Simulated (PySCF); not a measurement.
Molecule: cyclohexane (SMILES C1CCCCC1).

Bonds (- single, = double, # triple, : aromatic): C1-C2, C2-C3, C3-C4, C4-C5, C5-C6, C6-C1. C1 carries H7, H8; C2 carries H9, H10; C3 carries H11, H12; C4 carries H13, H14; C5 carries H15, H16; C6 carries H17, H18.

Spin–spin couplings on one PBE0-D3(BJ)/def2-SVP geometry, PySCF 2.14.0 with density-fitted response routines, gas phase, non-relativistic, equivalent pairs averaged (without the spin–dipole term); isotopes 13C, 1H; functional B3LYP.

Reference values (Hz): 1J(C1,H7) = 124.7 (measured; liquid or solution (compiled); Cremer, Kraka, Wu, Luettke, ChemPhysChem 2004, 5, 349); 1J(C1,C2) = 32.7 (measured; liquid or solution (compiled); Cremer, Kraka, Wu, Luettke, ChemPhysChem 2004, 5, 349).

Problem. How do the couplings (Hz) change with the basis set? Times are CPU seconds on shared hosts with different chips, so compare them loosely. Far from the basis limit: 6-31G*, pcJ-0, 6-31G-J, def2-TZVP.

Solution. 
| basis set | functions | 1J(C1,H7) | 1J(C1,C2) | mean abs. error | core-s |
| --- | --- | --- | --- | --- | --- |
| 6-31G* | 108 | 144.0 | 47.5 | 17.1 | 13 |
| pcJ-0 | 114 | 112.7 | 25.8 | 9.4 | 12 |
| 6-31G-J | 120 | 135.1 | 34.7 | 6.2 | 14 |
| def2-TZVP | 258 | 123.3 | 33.0 | 0.8 | 54 |
| pcJ-1 | 282 | 131.0 | 34.7 | 4.2 | 110 |

Errors compare magnitudes, without vibrational corrections, and the largest couplings weigh most in the mean. Closest: def2-TZVP; furthest: 6-31G*.

The Fermi-contact term samples the wavefunction at the nucleus, which is why sets with added tight s functions (names with J) are made for couplings. Agreement of an ordinary basis with the reference is then largely a cancellation of errors.
